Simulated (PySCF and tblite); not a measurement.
Results of a calculation; reference values are marked as such.
**C₅H₁₀, numbered as in [CH2:1]=[CH:2][CH2:3][CH2:4][CH3:5]: conformational analysis**

Free energies: PBE0-D3(BJ)/def2-TZVP on PBE0-D3(BJ)/def2-SVP structures plus GFN2-xTB thermal terms, symmetry and mirror images included. Conformers within 4 kcal/mol (GFN2-xTB free energy) were kept, 7 at most. GIAO shieldings: PBE0/pcSseg-1. Couplings: B3LYP/pcSseg-1 with pcJ-1 on H (gas phase; spin-dipole term only for pairs with B, N, F, Si or P). Couplings are for ¹H; a prime marks the second kind of pair between the same two sets of atoms. Shifts are against TMS (¹H), TMS (¹³C) at the same level; of two unlike H on one atom, a is the less shielded. Programs: PySCF with density fitting and tblite.

Torsions listed: C1–C2–C3–C4, C2–C3–C4–C5. Of a mirror pair one member is shown.

```json
{"conformer": "1", "shape": "120°, 178°", "symmetry": "C1 (pair)", "E(GFN2) kcal/mol": "0.07", "E(DFT) kcal/mol": "0.00", "G(298.15 K) kcal/mol": "0.00", "weight %": "38.6", "dipole D": "0.43"}
{"conformer": "2", "shape": "-120°, 64°", "symmetry": "C1 (pair)", "E(GFN2) kcal/mol": "0.00", "E(DFT) kcal/mol": "0.02", "G(298.15 K) kcal/mol": "0.09", "weight %": "33.2", "dipole D": "0.43"}
{"conformer": "3", "shape": "115°, 63°", "symmetry": "C1 (pair)", "E(GFN2) kcal/mol": "0.69", "E(DFT) kcal/mol": "0.63", "G(298.15 K) kcal/mol": "0.69", "weight %": "12.0", "dipole D": "0.44"}
{"conformer": "4", "shape": "0°, 180°", "symmetry": "Cs", "E(GFN2) kcal/mol": "0.85", "E(DFT) kcal/mol": "0.19", "G(298.15 K) kcal/mol": "0.69", "weight %": "11.9", "dipole D": "0.44"}
{"conformer": "5", "shape": "-10°, -72°", "symmetry": "C1 (pair)", "E(GFN2) kcal/mol": "1.51", "E(DFT) kcal/mol": "1.07", "G(298.15 K) kcal/mol": "1.30", "weight %": "4.3", "dipole D": "0.48"}
```

Weights (%) against temperature:

| T (K) | 1 | 2 | 3 | 4 | 5 | S(mix) cal/mol/K |
| --- | --- | --- | --- | --- | --- | --- |
| 200 | 43.8 | 36.1 | 7.9 | 10.4 | 1.8 | 3.69 |
| 250 | 40.8 | 34.5 | 10.3 | 11.3 | 3.0 | 3.84 |
| 298.15 | 38.6 | 33.2 | 12.0 | 11.9 | 4.3 | 3.95 |
| 350 | 36.6 | 31.9 | 13.4 | 12.4 | 5.6 | 4.03 |
| 400 | 35.1 | 30.9 | 14.4 | 12.8 | 6.8 | 4.09 |

Averaged shifts at 298.15 K. ¹H: 6.02 (H2, 1H), 5.33 (H1a, 1H), 5.27 (H1b, 1H), 1.97 (H3, 2H), 1.30 (H4, 2H), 0.96 (H5, 3H) ppm. ¹³C: 148.4 (C2), 122.4 (C1), 39.8 (C3), 24.9 (C4), 15.3 (C5) ppm.

Averaged couplings (Hz): ²J(H1a,H1b) 2.2, ³J(H1a,H2) 17.6, ⁴J(H1a,H3) -2.0, ³J(H1b,H2) 11.3, ⁴J(H1b,H3) -1.9, ³J(H2,H3) 7.8, ²J(H3,H3) -15.7, ³J(H3,H4) 6.9, ³J(H3,H4′) 9.2, ²J(H4,H4) -15.1, ³J(H4,H5) 8.2, ²J(H5,H5) -14.2.

Coordinates of conformer 1 (Å):

```xyz
15

C     2.623    0.114   -0.590
C     1.538   -0.556   -0.200
C     0.291    0.057    0.354
C    -0.952   -0.242   -0.485
C    -2.224    0.345    0.104
H     2.676    1.205   -0.516
H     3.499   -0.400   -0.994
H     1.530   -1.650   -0.298
H     0.423    1.148    0.450
H     0.124   -0.326    1.378
H    -0.794    0.146   -1.505
H    -1.061   -1.335   -0.593
H    -3.102    0.115   -0.519
H    -2.419   -0.053    1.113
H    -2.156    1.441    0.192
```

Shifts are unscaled: against experiment ¹³C can be off by 15 ppm or more and ¹H by 0.8 ppm.

Search and properties took 2.8 min on 1 thread of Arm Neoverse V2, on a host shared with other jobs (rough), launched as `OMP_NUM_THREADS=1 python ens_run.py task.json out`.
